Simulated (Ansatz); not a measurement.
System: rock-salt LiBr. Method: G0W0@PBE (hard PAW, contour deformation; Ansatz, a quantum-chemistry and plane-wave program).

The cell has the measured lattice parameters. Conventional cell: a = 5.5010 Å, b = 5.5010 Å, c = 5.5010 Å, α = 90.00°, β = 90.00°, γ = 90.00°.

The quasiparticle gap at Γ at a fixed k mesh 4×4×4:

| response cutoff | value (eV) |
|---|---|
| 150 eV, 319 empty bands | 7.151 |
| 200 eV, 491 empty bands | 7.191 |
| 250 eV, 686 empty bands | 7.215 |
| 300 eV, 902 empty bands | 7.225 |

### Question
Taking the value to converge with the response cutoff E as E^(−3/2), extrapolate from the last two rows.

### Answer
With y = y∞ + c/w and weights w = 3953 and 5196 for the last two rows, y∞ = (w2 y2 − w1 y1)/(w2 − w1) = (5196 × 7.225 − 3953 × 7.215)/1243 = 7.257 eV, which lies 0.032 beyond the last row. Successive pairs of rows give 7.265, 7.275, 7.257. The limit also hangs on the law assumed, so its last digits aren't firm.

The other settings are not extrapolated, so this is the limit in one setting alone.

Spin–orbit coupling is not included.
